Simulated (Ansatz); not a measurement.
The input, for Ansatz 0.2.0:

```yaml
crystal:
  periodic: [false, false, false]
  atoms:
    - {symbol: Ge, position_ang: [0.000000, 0.000000, 1.958676]}
    - {symbol: Be, position_ang: [0.000000, 0.000000, -0.306700]}
    - {symbol: H, position_ang: [0.000000, 0.000000, -1.651976]}
basis:
  gaussian: {orbitals: 6-31G}
magnetization: {spin_polarized: false, initial_magnetization: 1}
correlation: {method: fci, electrons: outside_noble_gas}
```

```sh
$ ansatz run in.yaml --threads 1 --pin off --events-out ev --progress --plain --max-ram 2393MiB
```

Output:

```
659 factors; integrals over basis functions are off by at most 1.6e-7 eV
mean field evaluation 1: about -56875.9272 eV, gradient 8.7e0 eV
mean field evaluation 2: about -56876.0128 eV, gradient 8.9e0 eV
mean field evaluation 4: about -56876.6840 eV, gradient 1.3e0 eV
mean field evaluation 8: about -56876.6868 eV, gradient 7.3e-4 eV
mean field evaluation 16: about -56876.6868 eV, gradient 6.2e-3 eV
mean field -56876.68675299 eV, -2090.1796857696 hartree, gradient 3.8e-6 eV, S^2 0.750000; 2 other end points of the search recorded, 0 dependent functions left out
mean field evaluation 32: about -56876.7055 eV, gradient 1.9e-1 eV
mean field evaluation 64: about -56876.6842 eV, gradient 6.7e-1 eV
mean field evaluation 96: about -56874.9120 eV, gradient 7.1e0 eV
15 core orbitals not correlated: weight in the atoms' cores, before any rotation towards them, 0.999 or more for the frozen orbitals, at most 0.000 for the correlated occupied ones
reference -56876.68675299 eV, -2090.1796857696 hartree; 4, 3 occupied and 21, 22 virtual orbitals, 659 factors
state -56878.63934734 eV, -2090.2514422883 hartree
Total energy: -56878.63934734 eV, -2090.2514422883 hartree
```

Natural occupations: 1.9658 1.9581 1.9234 0.9921 0.0504 0.0340 0.0192 0.0164 0.0138 0.0076 0.0059 0.0048 0.0045 0.0011 0.0010 0.0005 0.0004 0.0002 0.0002 0.0002 0.0001 0.0001 0.0001 0.0000.

Ran on 1 thread of Intel Xeon, shared host: 4.2 min wall, 0.96 GiB peak host memory.
